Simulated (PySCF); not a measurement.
Species: C3H5Cl.
SMILES: `Cl/C=C/C`

Vertical excitations from PySCF (density fitting, frozen core in the response, grid level 2 and gas phase unless stated; continuum runs use non-equilibrium linear response for the excitations) on a GFN2-xTB geometry. Reference run:

```json
{"settings": "CAM-B3LYP/def2-SVPD, full TDDFT, 8 singlets", "S1, eV (f)": "6.64 (0.001)", "S2, eV (f)": "6.78 (0.354)", "S3, eV (f)": "7.19 (0.000)", "S4, eV (f)": "7.49 (0.001)", "S5, eV (f)": "7.58 (0.000)", "S6, eV (f)": "7.89 (0.000)", "T1, eV (Tamm–Dancoff)": "4.19", "mean α (au)": "52.7"}
```

**Question.** What do these settings give: PBE0/def2-SVPD, grid level 1, full TDDFT, 1 singlet?

**Answer.** 
```csv
settings,"S1, eV (f)","S2, eV (f)","S3, eV (f)","S4, eV (f)","S5, eV (f)","S6, eV (f)","T1, eV (Tamm–Dancoff)",mean α (au)
"PBE0/def2-SVPD, grid level 1, full TDDFT, 1 singlet",6.51 (0.000),–,–,–,–,–,4.15,52.9
```

S1 moves by -0.13 eV (PBE0 has 25 % exact exchange, CAM-B3LYP range-separated exact exchange). States are counted by energy in each run and needn't keep their character from row to row.

**Question.** Which orbital pairs make up S1 in each run, and how does it sit against the orbital gap?

**Answer.** 
```json
{"settings": "CAM-B3LYP/def2-SVPD, full TDDFT, 8 singlets", "S1 configurations (weight)": "H→L+1 0.67, H→L+4 0.14, H→L+2 0.09", "S1 (eV)": "6.64", "orbital gap (eV)": "9.65", "S1 − gap (eV)": "-3.01"}
{"settings": "PBE0/def2-SVPD, grid level 1, full TDDFT, 1 singlet", "S1 configurations (weight)": "H→L+1 0.88", "S1 (eV)": "6.51", "orbital gap (eV)": "7.20", "S1 − gap (eV)": "-0.69"}
```

